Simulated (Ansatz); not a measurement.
## AlC: from a trial structure to a relaxed crystal

Level of theory: Ansatz, DFT PBE, scalar-relativistic, plane waves, PAW. Cutoff 420 eV, Γ-centred k mesh, Gaussian smearing, no spin polarisation in the final step.

AlC was placed on the sites of a reported MnAs cell (Pnma, No. 62), with Al in place of Mn, C in place of As, at a guessed volume.

```yaml
crystal:
  lattice:
    - [4.99081, 0.00000, 0.00000]
    - [0.00000, 3.20236, 0.00000]
    - [0.00000, 0.00000, 5.55222]
  atoms:
    - { symbol: Al, position: [0.99530, 0.25000, 0.22290] }
    - { symbol: Al, position: [0.50470, 0.75000, 0.72290] }
    - { symbol: Al, position: [0.49530, 0.25000, 0.27710] }
    - { symbol: Al, position: [0.00470, 0.75000, 0.77710] }
    - { symbol: C, position: [0.27450, 0.25000, 0.91840] }
    - { symbol: C, position: [0.22550, 0.75000, 0.41840] }
    - { symbol: C, position: [0.77450, 0.25000, 0.58160] }
    - { symbol: C, position: [0.72550, 0.75000, 0.08160] }
```

Cell and atoms relax at zero pressure; the relaxation can't lower the symmetry of the start. After a coarse first stage the cell is made exact in the group found at 0.06 Å.

Formation energies are uncorrected and refer to the elements' standard structures at the same level.

Problem. Describe the relaxed structure.

Solution. It ends in P6_3/mmc (No. 194). Conventional cell: a = 2.879 Å, c = 5.420 Å. Al is coordinated by 6 C at 2.14 Å; around C lie 6 Al at 2.14 Å.

```xyz
4
Lattice="2.8791 0.0000 0.0000 -1.4395 2.4933 0.0000 0.0000 0.0000 5.4201" Properties=species:S:1:pos:R:3 pbc="T T T"
Al    0.0000    0.0000    0.0000
Al    0.0000    0.0000    2.7100
C     1.4395    0.8311    4.0650
C     0.0000    1.6622    1.3550
```

Problem. What are its volume, energy, density and gap?

Solution. The volume per atom is 9.73 Å³. The density is 3.33 g/cm³, the energy over the elements is 0.56 eV/atom and the gap on the 18×18×10 mesh is 0 eV (a metal).

The final run used a 18×18×10 mesh on its 4-atom cell and 0.10 eV smearing. The k mesh leaves about 4 meV/atom of noise in metals. A structure relaxed within its symmetry needn't be a true minimum. The steps took of the order of 2.6 core-minutes in all.